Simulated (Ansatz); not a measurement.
Input for Ansatz (development build ahead of 0.2.0):

```yaml
crystal:
  periodic: [false, false, false]
  atoms:
    - { symbol: B, position_ang: [0.0, 0.0, 0.0] }
    - { symbol: H, position_ang: [1.0996, 0.4591, 0.1894] }
    - { symbol: H, position_ang: [-0.7802, 0.5786, -0.7156] }
    - { symbol: H, position_ang: [-0.3193, -1.0377, 0.5262] }
basis:
  gaussian: { orbitals: def2-SVP }
magnetization:
  spin_polarized: true
  initial_magnetization: 2
hamiltonian:
  xc: hf
output:
  forces: true
```

The input is written out in the form of the current development build from the run's settings.

Results

* Converged: yes
* Total energy: -26.17546 hartree
* Spin squared of the determinant: 2.009
* Stability test: minimum

Forces (eV/Å):
| atom | Fx | Fy | Fz |
| --- | --- | --- | --- |
| B1 | -5.511 | -2.301 | -0.949 |
| H2 | 2.786 | 1.163 | 0.480 |
| H3 | 1.207 | 1.114 | -0.184 |
| H4 | 1.518 | 0.025 | 0.653 |

Caution: another spin multiplicity may lie lower; the determinant breaks the point group.
